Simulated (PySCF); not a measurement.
**Two probes of the same atoms: core binding energy and nuclear shielding**

Species: 1-methylcyclopropene, C4H6.
Atom-mapped SMILES: `[CH3:1][C:2]1=[CH:3][CH2:4]1`

Binding energies: delta-SCF UKS SCAN, pcX-2 on the ionised atom, pcseg-1 elsewhere, spin-free X2C in PySCF. Shieldings: GIAO PBE0/pcSseg-1, non-relativistic, same geometry.

| atom | isotropic shielding (ppm) |
| --- | --- |
| C1 | 169.9 |
| C2 | 59.3 |
| C3 | 76.7 |
| C4 | 174.6 |

Q: What are the C 1s binding energies of these atoms?

A: 
```json
{"atom": "C3", "environment": "alkene CH carbon", "C 1s (eV)": "290.27", "isotropic shielding (ppm)": "76.7"}
{"atom": "C4", "environment": "allylic carbon", "C 1s (eV)": "290.64", "isotropic shielding (ppm)": "174.6"}
{"atom": "C2", "environment": "fully substituted alkene carbon", "C 1s (eV)": "290.72", "isotropic shielding (ppm)": "59.3"}
{"atom": "C1", "environment": "allylic carbon", "C 1s (eV)": "291.21", "isotropic shielding (ppm)": "169.9"}
```

Q: Among the listed atoms, is the one with the highest binding energy also the least shielded?

A: No. The highest binding energy is at C1 (291.21 eV, shielding 169.9 ppm), the lowest shielding at C2 (59.3 ppm, 290.72 eV).

By binding energy: C3 < C4 < C2 < C1. By shielding: C2 < C3 < C1 < C4.

Spin contamination (⟨S²⟩ against 0.75 for a pure doublet) is marked for C 1s of C2 (0.85), which makes this value less certain. Geometry: PBE0-D3(BJ)/def2-SVP; no solvent, vibrations or thermal averaging.
